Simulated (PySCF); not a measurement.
Molecule: `FCC1(F)CC1`, C₄H₆F₂.

Cartesian coordinates in Å; atom numbers follow the order of the lines, from 1:
```xyz
12

F     1.3807    1.0194   -1.0672
C     1.3557    0.5406    0.2149
C     0.0475   -0.1553    0.4745
F     0.0266   -0.6275    1.7529
C    -1.2308    0.3411   -0.0960
C    -0.6304   -0.9652   -0.5688
H     2.1912   -0.1667    0.3550
H     1.4797    1.3807    0.9198
H    -1.1923    1.2027   -0.7671
H    -2.1053    0.2865    0.5570
H    -0.1802   -0.9996   -1.5641
H    -1.1054   -1.8900   -0.2326
```

Geometry PBE0-D3(BJ)/def2-SVP throughout; GIAO in PySCF 2.14.0 with density-fitted response routines, gas phase, one conformer, non-relativistic; equivalent atoms averaged; basis pcSseg-2.

Question: How do the shifts δ (against CFCl3, TMS at the same level) depend on the functional? (ppm; last column core-seconds on 1 thread of an Arm Neoverse N1, shared host)

Answer: 
```tsv
functional	kind	F4	F1	C2	C3	C5/C6	H7/H8	H10/H12	H9/H11	core-s
PBE0	global hybrid	-223.6	-259.8	82.5	78.1	9.2	4.63	0.90	0.86	70
mPW1PW91	global hybrid	-222.9	-258.3	82.5	78.1	9.3	4.62	0.91	0.86	71
WP04	global hybrid	-217.7	-246.7	84.3	81.7	10.3	4.57	1.01	0.96	75
B97-2	global hybrid	-222.0	-255.9	81.9	77.4	9.2	4.63	0.90	0.86	73
BHandHLYP	global hybrid	-209.1	-242.7	80.4	74.6	8.4	4.59	0.95	0.88	72
CAM-B3LYP	range-separated hybrid	-215.7	-252.4	83.8	79.2	9.6	4.70	0.97	0.92	92
wB97X-D	range-separated hybrid	-216.4	-251.3	82.4	78.5	9.5	4.61	0.93	0.87	89
LC-wPBE	range-separated hybrid	-204.5	-240.3	83.4	79.5	10.0	4.65	1.00	0.93	110
```

Question: Which nucleus moves most, in ppm?

Answer: F1 (fluorine on an sp3 carbon): from -259.8 ppm with PBE0 to -240.3 ppm with LC-wPBE. The smallest spread is 0.10 ppm, at H9/H11. Proton shifts span only some 12 ppm, so a few tenths of a ppm matter as much there as several ppm in carbon.
